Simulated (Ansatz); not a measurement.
**C3H3S+ (SMILES CC1=[C+]S1): one structure at several levels**

One table from this session's results is given with a row withheld; the runs are named, their logs left out.

The runs use Ansatz 0.2.0, Gaussian basis; single points in def2-TZVPP.

Cores are frozen in the correlated methods. B3LYP uses VWN-RPA correlation.

## The starting structure

SMILES `CC1=[C+]S1`, 7 atoms, charge 1, spin multiplicity 1.

Atoms are counted from 1 here; the program's logs count them from 0.

Bond lengths: C1–C2 1.381 Å, C1–H5 1.109 Å, C1–H6 1.117 Å, C1–H7 1.025 Å, C2–C3 1.481 Å, C2–S4 1.697 Å, C3–S4 1.853 Å. Angles: C2–C1–H5 110.1°, C2–C1–H6 110.1°, C2–C1–H7 118.3°, H5–C1–H6 96.5°, H5–C1–H7 108.6°, H6–C1–H7 111.0°, C1–C2–C3 146.4°, C1–C2–S4 142.6°, C3–C2–S4 71.0°, C2–C3–S4 59.9°, C2–S4–C3 49.1°.

Coordinates:

```xyz
7
charge 1, multiplicity 1
C    -0.27910    0.69960   -0.09270
C     0.18430   -0.59650    0.02280
C     1.23090   -1.48850    0.57230
S    -0.15280   -2.19390   -0.43890
H    -0.32770    1.17710    0.90730
H     0.52080    1.35830   -0.50920
H    -1.17130    0.85630   -0.57290
```

The first run:

Input file run/in.yaml:

```yaml
crystal:
  periodic: [false, false, false]
  atoms:
    - {symbol: C, position_ang: [-0.279100, 0.699600, -0.092700]}
    - {symbol: C, position_ang: [0.184300, -0.596500, 0.022800]}
    - {symbol: C, position_ang: [1.230900, -1.488500, 0.572300]}
    - {symbol: S, position_ang: [-0.152800, -2.193900, -0.438900]}
    - {symbol: H, position_ang: [-0.327700, 1.177100, 0.907300]}
    - {symbol: H, position_ang: [0.520800, 1.358300, -0.509200]}
    - {symbol: H, position_ang: [-1.171300, 0.856300, -0.572900]}
basis:
  gaussian: {orbitals: def2-TZVPP}
total_charge: 1
correlation: {method: ccsd_t}
output: {forces: true}
```

No record of the launch command was kept for these runs.

Among the steps run: CCSD(T)/def2-TZVPP; PBE0-D4/def2-TZVPP; wB97M-V/def2-TZVPP; r2SCAN-D4/def2-TZVPP; PBE-D4/def2-TZVPP; B3LYP-D4/def2-TZVPP; HSE06-D4/def2-TZVPP.

One of the session's tables, all rows but one given; the rest of the session is left out.

```
   method  RMS force component (eV/Å)  angle to CCSD(T) forces (°)
  CCSD(T)                       1.472                    reference
  PBE0-D4                       1.465                         12.4
  wB97M-V                       1.570                         10.1
r2SCAN-D4                       1.333                         11.0
   PBE-D4                       1.235                         12.6
 B3LYP-D4                       1.404                          7.8
 HSE06-D4                           ?                            ?
```

**Question.** Estimate the row for HSE06-D4.

The run gave: RMS force component (eV/Å): 1.453; angle to CCSD(T) forces (°): 12.2. In the column «RMS force component (eV/Å)» it lies between B3LYP-D4 (1.404) and PBE0-D4 (1.465).
